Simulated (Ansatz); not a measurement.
## Worked example: correlation energy of [CH3···H···H], doublet

Geometry: a point of a hydrogen-transfer path between rigid fragments, not a stationary point.

```yaml
atoms:
  - { symbol: C, position_ang: [-0.1418, 0.0000, 0.0000] }
  - { symbol: H, position_ang: [-0.5050, 1.0273, 0.0000] }
  - { symbol: H, position_ang: [-0.5050, -0.5137, 0.8897] }
  - { symbol: H, position_ang: [-0.5050, -0.5137, -0.8897] }
  - { symbol: H, position_ang: [1.0182, 0.0000, 0.0000] }
  - { symbol: H, position_ang: [2.1872, 0.0000, 0.0000] }
```

Basis cc-pVDZ; Ansatz 0.2.0. Correlated methods freeze the noble-gas cores, which leaves 9 electrons in 38 orbitals. R marks a restricted (for open shells ROHF) determinant, U an unrestricted one.

Full CI isn't at hand for all of this; UCCSDT(Q) serves as the reference, and is uncertain by about the last step of the cluster series.

Runs differ by some tens of microhartree through their thresholds and, for an open shell, their frozen cores, so steps under 0.03 kcal/mol mean nothing.

```
    level  total energy (hartree)
      UHF              -40.673078
     UMP2              -40.840486
    UCCSD              -40.866200
 UCCSD(T)              -40.870392
   UCCSDT              -40.870872
UCCSDT(Q)              -40.871046
```

Task: What is the correlation energy at UCCSDT(Q), and what share of it do UMP2 and UCCSD(T) recover?

Result: E(corr) = -40.871046 − (-40.673078) = -0.197968 hartree = -5.387 eV. UMP2: -0.167408 / -0.197968 = 84.56 %. UCCSD(T): -0.197314 / -0.197968 = 99.67 %.

Task: By how many kcal/mol does UCCSD(T) miss UCCSDT(Q) (1 hartree = 627.509 kcal/mol), and which steps make up the rest?

Result: -40.870392 − (-40.871046) = 0.000654 hartree = 0.41 kcal/mol. Steps: UCCSDT − UCCSD(T) = -0.30, UCCSDT(Q) − UCCSDT = -0.11 kcal/mol. That is within 1 kcal/mol of the reference in this basis, which itself misses far more of the correlation at the basis-set limit.
